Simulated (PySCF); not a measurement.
# tetrahydropyran: calculation against experiment

**Experimental background.**

From NIST CCCBDB Release 22 (SRD 101), experimental dipoles, for the gas: dipole moment 1.74 D.

The results are set against them at the end.

Compound: tetrahydropyran, C5H10O.
Atom-mapped SMILES: `[CH2:1]1[CH2:2][CH2:3][O:4][CH2:5][CH2:6]1` (hydrogens: H7, H8 on C1; H9, H10 on C2; H11, H12 on C3; H13, H14 on C5; H15, H16 on C6)

Geometry (GFN2-xTB, Å), atoms numbered from 1 in this order:
```
atom  x, y, z in Å
C1    -0.1361    0.9690    0.7722
C2    -1.3065    0.4136   -0.0370
C3    -1.0359   -1.0525   -0.3775
O4     0.1713   -1.2148   -1.0860
C5     1.2772   -0.7558   -0.3431
C6     1.1594    0.7301   -0.0008
H7    -0.0842    0.4564    1.7362
H8    -0.2757    2.0343    0.9643
H9    -2.2393    0.4934    0.5226
H10   -1.4091    0.9789   -0.9649
H11   -1.0031   -1.6451    0.5515
H12   -1.8162   -1.4565   -1.0260
H13    1.3686   -1.3408    0.5868
H14    2.1530   -0.9478   -0.9665
H15    2.0259    1.0407    0.5845
H16    1.1429    1.3058   -0.9279
```

Runs made with PySCF (gas phase, on this GFN2-xTB geometry; no spin–orbit coupling):

```
              level                                                                                                 job  basis functions
      PBE0/pcSseg-1                                     shieldings, ring-centre shieldings, charges and field gradients              152
      HSE06/cc-pVDZ  shieldings, ring-centre shieldings, charges and field gradients, density and orbital grids written              134
CAM-B3LYP/def2-SVPD                                   8 singlets by full TDDFT, 3 Tamm–Dancoff triplets, polarisability              203
      BP86/def2-SVP                        25 singlets by full TDDFT, polarisability, density and orbital grids written              134
```

Results beside the measurements:

**Dipole moment.** Measured: 1.74 D (NIST CCCBDB Release 22 (SRD 101), experimental dipoles).

```
              level  computed (D)  computed − measured (D)  % (from the printed values)
      PBE0/pcSseg-1          1.47                    -0.27                          -16
      HSE06/cc-pVDZ          1.30                    -0.44                          -25
CAM-B3LYP/def2-SVPD          1.59                    -0.15                           -9
      BP86/def2-SVP          1.29                    -0.45                          -26
```

Closest is CAM-B3LYP/def2-SVPD (-0.15 D), furthest BP86/def2-SVP (-0.45 D); one molecule doesn't rank methods. All 4 levels lie below the measurement. The computed dipoles belong to one fixed geometry; measured ones are averaged over vibrations unless marked μe. Magnitudes are compared, not signs.

The geometry is computed, not the measured one. Where a level misses, the cause wasn't examined.
